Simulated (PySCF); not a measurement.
Consider 3,3,3-trifluoroprop-1-yne, `C#CC(F)(F)F` (C3HF3). Optimised structure (Å), atoms numbered from 1:
```
C     1.6222    0.5797   -0.2083
C     0.5046    0.1846    0.0169
C    -0.8533   -0.3030    0.2938
F    -1.4077   -0.8211   -0.8000
F    -1.6384    0.6843    0.7226
F    -0.8374   -1.2486    1.2302
H     2.6172    0.9358   -0.4102
```

Computed at ωB97X-D3(BJ)/ma-def2-TZVP // PBE0-D3(BJ)/def2-SVP with PySCF (density fitting, grid level 2). The prefix ma- adds one diffuse s and one diffuse p function on all atoms but H. Thermal corrections: PBE0-D3(BJ)/def2-SVP frequencies, unscaled, ideal gas at 298.15 K and 1 bar, quasi-RRHO entropy.

Question: What are the vertical and the adiabatic ionisation energy for forming the radical cation?

Answer: 11.97 eV vertical and 11.72 eV adiabatic, the latter with zero-point energy.

Question: Where does the unpaired spin of the relaxed radical cation sit?

Answer: C1 (alkyne carbon) 0.52, C2 (alkyne carbon) 0.47 (intrinsic atomic orbital populations).

Question: What oxidation potential follows in acetonitrile (IEF-PCM), given that Fc+/Fc comes at 4.54 V absolute with this functional and basis?

Answer: In the gas phase ΔG of oxidation is 11.667 eV, and solvation is -11.6 kJ/mol for the parent and -275.5 kJ/mol for the product, so the absolute potential is 8.93 V, or 4.39 V against Fc+/Fc. Fc+/Fc in acetonitrile, 4.54 V, is ωB97X-D3(BJ)/ma-def2-TZVP on PBE0-D3(BJ)/def2-SVP structures with GFN2-xTB thermal terms. Benchmark calculations put it near 5.0 V in acetonitrile and DMSO, so it is about 0.5 V low, and the value against it can read up to that much too high. The solvent is electrostatics only, on gas-phase structures; the absolute scale refers to an electron at rest in vacuum.

Question: How far is −ε(HOMO) from the vertical value by ΔSCF?

Answer: −ε(HOMO) = 11.76 eV, which is 0.21 eV below the ΔSCF value.
